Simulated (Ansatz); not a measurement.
Mulliken charges of `NC=C=S` from ωB97M-V/def2-TZVPP in Ansatz (PBE0-D4/def2-TZVP geometry).

| atom | x (Å) | y (Å) | z (Å) | charge (e) |
| --- | --- | --- | --- | --- |
| N1 | -0.047 | 1.161 | -0.169 | -0.237 |
| C2 | 0.342 | -0.088 | 0.348 | 0.000 |
| C3 | 0.094 | -1.259 | -0.188 | -0.029 |
| S4 | -0.157 | -2.644 | -0.856 | -0.092 |
| H5 | -0.682 | 1.078 | -0.950 | 0.114 |
| H6 | -0.462 | 1.753 | 0.539 | 0.127 |
| H7 | 0.974 | -0.068 | 1.230 | 0.117 |

Task: By hand: the dipole of these point charges (1 e Å = 4.8032 D).

Result: Σ q r = (0.000, 0.342, 0.228) e Å, of length 0.411 e Å = 1.97 D.

Task: How does the dipole of the full density compare? (An estimate is asked.)

Result: The calculation gave: (-0.181, 0.341, 0.188) e Å, 2.06 D; the point charges give 0.96 times that, at 25° from its direction.

Point charges leave out the atoms' own dipoles, such as those of lone pairs, and Mulliken's split depends on the basis, so the two needn't agree.
